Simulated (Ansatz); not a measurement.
Energy needed to pull apart AlNH$_{4}$S (SMILES [NH2][AlH][SH]), singlet, into free ground-state atoms, from the structure below (displaced at random from its PBE0-D4/def2-TZVP minimum); no zero-point or spin–orbit terms; open-shell atoms are treated unrestricted, in their ground-state multiplicity.

N1  (-1.202, 0.175, -0.639)
Al2  (0.155, 0.209, 0.176)
S3  (1.528, -1.451, 0.083)
H4  (-1.477, -0.226, -1.322)
H5  (-2.096, 0.956, -0.675)
H6  (0.517, 1.351, 1.183)
H7  (2.456, -0.958, 0.982)
(Å)

Ansatz 0.2.0; basis: def2-TZVPP; cores frozen in the correlated methods.

```json
{"method": "PBE-D4", "atomization energy (kcal/mol)": "469.0"}
{"method": "r2SCAN-D4", "atomization energy (kcal/mol)": "?"}
{"method": "PBE0-D4", "atomization energy (kcal/mol)": "?"}
{"method": "wB97M-V", "atomization energy (kcal/mol)": "470.9"}
{"method": "HF", "atomization energy (kcal/mol)": "312.0"}
{"method": "MP2", "atomization energy (kcal/mol)": "454.1"}
{"method": "CCSD", "atomization energy (kcal/mol)": "443.0"}
{"method": "CCSD(T)", "atomization energy (kcal/mol)": "450.4"}
```

Question: What does r2SCAN-D4 give? (To be estimated.)

Answer: The calculation gives: 467.2 kcal/mol, which is about 16.8 kcal/mol more than CCSD(T)/def2-TZVPP.

Question: What does PBE0-D4 give? (Judge from chemistry; the value comes from the calculation.)

Answer: The calculation gives: 461.6 kcal/mol, which is about 11.2 kcal/mol more than CCSD(T)/def2-TZVPP.

In triple zeta the MP2 and coupled-cluster atomization energies are still short of their basis limit by a few kcal/mol a bond, whereas those of the functionals are nearly converged, so these differences are not deviations from converged CCSD(T).

No T1 diagnostic of these runs exceeds 0.011.

For scale, one of the runs: CCSD(T)/def2-TZVPP forces, 171 basis functions (an equivalent command: `ansatz run in.yaml --threads 2`). Hardware: 2 CPU threads, shared host. Wall time 2 min; peak host memory 2.4 GiB.
